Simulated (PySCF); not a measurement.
## S₂⁻ at UHF-SCS-MP2

Level: UHF-SCS-MP2. PySCF, no relativity, basis sets S def2-SVPD.

```json
{
  "state": "doublet, unpaired electrons π ↑",
  "bond length": "204.5 pm",
  "harmonic wavenumber": "551 cm⁻¹",
  "force constant": "2.86 mdyn/Å",
  "rotational constant Be": "0.2523 cm⁻¹",
  "anharmonicity ωexe": "3.02 cm⁻¹",
  "vibration–rotation constant αe": "0.00176 cm⁻¹"
}
```

Correlated steps freeze 10 core orbitals. The state is the lowest determinant that a PBE0 search found; another state may lie lower at other levels.
